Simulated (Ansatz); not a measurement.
Elastic constant C12 (GPa) of solids drawn from the class of elemental solids other than molecular ones, at two levels: PBE in Ansatz (plane waves, PAW), and PBEsol in Ansatz (plane waves, PAW).

```
solid    PBE  PBEsol  shift (%)
------  ----  ------  ---------
fcc Ir   229     257      +12.2
bcc Ba  7.26    7.22       -0.6
hcp Be  21.2    22.0       +3.8
hcp Tl  24.4    34.1        +40
fcc Au   131     164        +25
hcp Co   169     194      +14.8
fcc Ca  14.9    15.4       +3.4
```

The shifts run from -0.6 % to +40 %, with a median of +12.2 %.

Over all 7 rows PBEsol is the larger in 6.

Ansatz's runs of these crystals have no spin polarisation, but for hcp Co.

Density-functional runs with spin start from parallel moments for hcp Co.

Spin–orbit coupling is left out, also for the solids with elements from indium on (fcc Ir, bcc Ba, hcp Tl, fcc Au); its size isn't shown.

Each level is taken at its own relaxed cell. Ansatz's density-functional and Hartree–Fock values are scalar-relativistic unless marked +SOC, with PAW data made under PBE.

Ansatz is an electronic-structure program.
